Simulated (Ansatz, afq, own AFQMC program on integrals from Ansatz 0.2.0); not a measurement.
NH₃ + SiH, doublet: a scan with AFQMC

```xyz
6

N    -1.9902    0.0200   -0.0192
H    -2.2875    0.9878   -0.0192
H    -2.2875   -0.3823    0.8610
H    -0.9777    0.0200   -0.0192
Si    1.1368    0.0200   -0.0192
H     1.5332   -1.4595   -0.0192
```

A hydrogen atom is moved from one rigid fragment to the other; the N1–H4 distance tells how far. The two fragments are held close together, so this isn't a minimum-energy path and the start is a compressed complex. Energies in kJ/mol count from this geometry (1.012 Å) at the same level; the start stands on UHF, each point on the determinant named.

Basis cc-pVTZ. Noble-gas cores (and the filled d shells of Ga–Kr and In–Xe) are frozen. Ansatz 0.2.0 and our own AFQMC program on the same integrals; the CISD trial comes from CCSD amplitudes, and released means the phaseless constraint is let go. ± is one standard error of the sampling.

Cautions, each for one point or more: a spin-contaminated unrestricted determinant lies lower; an unrestricted solution with more broken spin lies lower; higher spins were not checked; strong correlation; unrestricted determinant slightly spin contaminated; unrestricted determinant spin contaminated.

```json
{"r(N1–H4) / Å": "1.205", "det.": "UHF", "T1": "0.038", "weight": "0.82", "⟨S²⟩": "0.88", "CCSD(T)": "56.2", "ph-AFQMC/CISD": "53.9 ± 1.1", "CCSD": "61.0", "B2PLYP": "53.8"}
{"r(N1–H4) / Å": "1.302", "det.": "UHF¶", "T1": "0.079", "weight": "0.74", "⟨S²⟩": "0.78", "CCSD(T)": "99.6", "ph-AFQMC/CISD": "97.9 ± 1.4", "CCSD": "108.0", "B2PLYP": "94.5"}
{"r(N1–H4) / Å": "1.398", "det.": "UHF", "T1": "0.033", "weight": "0.82", "⟨S²⟩": "0.83", "CCSD(T)": "133.2", "ph-AFQMC/CISD": "130.4 ± 0.9", "CCSD": "138.1", "B2PLYP": "126.2§"}
{"r(N1–H4) / Å": "1.494", "det.": "ROHF", "T1": "0.051", "weight": "0.79", "⟨S²⟩": "pure", "CCSD(T)": "152.7", "ph-AFQMC/CISD": "150.3 ± 0.9", "CCSD": "156.7", "B2PLYP": "147.2§"}
{"r(N1–H4) / Å": "1.687", "det.": "ROHF", "T1": "0.031", "weight": "0.83", "⟨S²⟩": "pure", "CCSD(T)": "173.7", "ph-AFQMC/CISD": "172.5 ± 0.9", "CCSD": "172.1", "B2PLYP": "172.3§"}
```

Weight is that of the determinant in the CISD state; at the start T1 is 0.020 and the weight 0.85, and ⟨S²⟩ is 0.79. ¶ marks points with a poor determinant and no full CI, where no value is sure; they don't count among the departures. Symmetry can't show for every point that it stays on the start's state. § marks a functional whose ⟨S²⟩ is too high by over 0.1. Largest departures from phaseless AFQMC with a CISD trial: CCSD(T) 2.7 kJ/mol at 1.398 (on UHF), CCSD 7.6 kJ/mol at 1.398 (on UHF). The walk's constraint bias lies outside its error bars, so these are departures and not errors. The functionals aren't scored here.

Some points may be missing: those where a free walk finds a much lower state, and past Zn most of those on another determinant than at the start.
